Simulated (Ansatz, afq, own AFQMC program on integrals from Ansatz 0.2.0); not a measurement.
**BH, singlet in cc-pVTZ, levels against full CI**

```yaml
atoms:
  - { symbol: B, position_ang: [0.0000, 0.0000, 0.0000] }
  - { symbol: H, position_ang: [0.0000, 0.0000, 2.6680] }
```

Basis cc-pVTZ. Only valence electrons are correlated. Integrals, coupled cluster, full CI and functionals: Ansatz 0.2.0; the random walks run on the same integrals in our own AFQMC program. The CISD trial takes its coefficients from CCSD amplitudes. Released means that phaseless walkers are propagated on without the constraint, phases kept. ± is one standard error of the sampling.

Determinant: UHF, the one that the program's search chose, which needn't be the lowest solution. The geometry is a point of a scan.

Full CI on the same integrals is exact in this basis and with this determinant's frozen core.

Cautions: strong correlation (T1 0.082, weight of the determinant 0.79, largest double 0.21); unrestricted determinant spin contaminated (⟨S²⟩ 0.90 against 0.00); CCSD(T) is in doubt: in a space of 4 electrons in 9 natural orbitals full CI lies 110 meV below it; the released energies are still falling, so no released level is given (meV from the phaseless value at times in 1/Eh: -6 ± 3 at 0.24, -14 ± 3 at 0.51, -23 ± 3 at 0.99, -33 ± 4 at 1.62, -35 ± 3 at 2.40).

```
T1 diagnostic                               : 0.0819
weight of the determinant in the CISD state : 0.789
⟨S²⟩ of the determinant                     : 0.904
size of the correlated space                : 4 electrons in 43 orbitals
```

| level | correlation energy (eV) |
| --- | --- |
| MP2 | -1.2827 |
| CCSD | -2.0388 |
| CCSD(T) | -2.1444 |

(1) Estimate where full CI lies against CCSD(T) on the same integrals.

(1) 13.0 kJ/mol below CCSD(T).

Reference: full CI, correlation energy -2.279 eV. The cautions show a poor starting determinant, so the rows tell how each method copes with it here, and full CI is the sure value.

| level | E − E(reference) (kJ/mol) | share of correlation (%) |
| --- | --- | --- |
| CCSD(T) | 13.0 | 94.09 |
| CCSDT | 0.8 | 99.62 |
| CCSDT(Q) | -0.5 | 100.23 |
| ph-AFQMC/HF | 9.4 ± 1.9 | 95.74 |
| ph-AFQMC/CISD | 4.0 ± 0.4 | 98.16 |

CCSDT and higher add their correlation energy to the determinant of the CCSD(T) run, since their own runs factorise the integrals more tightly (a shift of under 2 meV). A walk keeps the symmetry of its determinant, which the program's search chose and which needn't be the lowest solution, so a lower state of the same spin and another symmetry isn't excluded.
